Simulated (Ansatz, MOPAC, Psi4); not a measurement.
Species: 1,1,2,2-tetrafluoroethene, C₂F₄ (charge 0, singlet). SMILES: FC(F)=C(F)F
Structure (B3LYP-D3(BJ)/def2-TZVP (Ansatz, a quantum-chemistry and plane-wave program) minimum search):
```
C
F 1 1.3190
F 1 1.3190 2 113.18
C 1 1.3209 2 123.41 3 180.00
F 4 1.3190 1 123.41 2 -180.00
F 4 1.3190 5 113.18 1 180.00
```
Charge 0, spin multiplicity 1.

Wanted: vertical ionisation energy to the doublet, in eV. Set-up: non-relativistic; 6-31G* and kin with 6d, 5d where marked; dispersion terms only where a functional's name holds one; each state is the SCF solution reached for its charge and spin; open shells spin-unrestricted; no spin-orbit coupling. Ab initio and DFT rows: single points at B3LYP-D3(BJ) geometries (Ansatz). Semi-empirical rows: differences of heats of formation at the shared geometry for vertical values.

```tsv
species	coefficient	E at wB97X-D/6-31G* (Psi4), Eh	E at B3LYP/def2-TZVPD (Ansatz), Eh	heat of formation at PM6 (MOPAC), kcal/mol
charge 1, doublet	+1	-475.00141	-475.34979	80.55
charge 0, singlet	-1	-475.37128	-475.73233	-167.15
```

 1 Eh = 27.2114 eV and 1 eV = 23.0605 kcal/mol.

Question: Work the quantity out at each level.

Answer: 
- wB97X-D/6-31G*: the sum of coefficient times E is 0.36987 Eh, or 10.065 eV. Result: 10.06 eV.
- B3LYP/def2-TZVPD: the sum of coefficient times E is 0.38254 Eh, or 10.409 eV. Result: 10.41 eV.
- PM6: the sum of coefficient times heat of formation is 247.70 kcal/mol, or 10.74 eV.
